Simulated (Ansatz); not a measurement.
**Band gap of some solids**

Method: G0W0@HSE06+SOC (Ansatz, a first-principles code; the runs differ in potentials, basis or settings). References are measured gaps from which a computed or estimated zero-point shift was taken out, by their sources or here, so that they lie as a rule above the printed measurements.

Values in eV.

```csv
solid,reference,G0W0@HSE06+SOC,error (eV)
zinc-blende BP,2.2¶ (2.20–2.50),2.33,+0.13
wurtzite AlN,6.51,6.61,+0.10
3C-SiC,2.53,2.79,+0.26
rock-salt LiF,15.35,15.00,-0.35
zinc-blende AlP,2.54,2.74,+0.20
diamond-structure Si,1.23,1.40,+0.17
rock-salt MgO,8.36,8.44,+0.08
```

Over these 7 solids the mean error is +0.08 eV, the mean absolute error 0.18 eV (median 0.17 eV), and the worst case rock-salt LiF at -0.35 eV; the value is too high in 6 of 7 cases.

¶ marks references of a special kind: zinc-blende BP, 2.2 eV (measured, zero-point renormalisation of 0.106 eV removed from the gap extrapolated to 0 K (as printed); the shift is computed, second of two values printed, our sources range from 2.20 to 2.50; as tabulated in X. Ren, F. Merz, H. Jiang et al., All-electron periodic G0W0 implementation …).

Brackets give the range of the sources taken for a reference, where it is wide; it can hold other temperatures.

Differences are worked out from the printed values.

Computed values are for a static lattice; measured ones hold zero-point and thermal shifts unless a correction is named.

Cells: G0W0@HSE06+SOC at the measured cell. Caveats: GW on a hybrid start was not checked against another program (zinc-blende BP, wurtzite AlN, 3C-SiC, rock-salt LiF, zinc-blende AlP, diamond-structure Si and 1 more); for solids of elements lighter than gallium the value without spin–orbit coupling stands in (zinc-blende BP, wurtzite AlN, rock-salt LiF, rock-salt MgO); spin–orbit coupling enters as the shift of the gap found with a semilocal functional (3C-SiC, zinc-blende AlP, diamond-structure Si).

Not in this set, of the solids of all kinds but layered and molecular ones with a reference value in our tables and a result at some level: 171 for a reference of another kind, counted apart; 14 for no value at G0W0@HSE06+SOC (not run, a failed fit, an unstable or unbound cell, or a value held back for tests); 7 for sources at odds; 4 for a doubt on the run (G0W0@HSE06+SOC); 2 for a high-temperature or high-pressure phase; 2 for a measured value of zero; 2 for a reference that its source doubts or gives as a wide range; 1 for a doubt noted on the run at G0W0@HSE06+SOC. These can be a level's best or worst cases. At least 71 more with a reference value are held back for tests. Solids without a released value at any level aren't counted. Without +SOC, gaps count where the solid holds none of Ge, As, Se, Br, Sn, Sb, Te, I or the elements past barium, or holds Ge, As, Se or Br with a gap over 4 eV. The metals Ce to Yb are counted apart.

References as tabulated in, or derived from, Chen et al. (2018), doi:10.1103/physrevmaterials.2.073803; X. Ren, F. Merz, H. Jiang et al., All-electron periodic G0W0 implementation …; Feneberg et al. (2010), doi:10.1103/physrevb.82.075208.
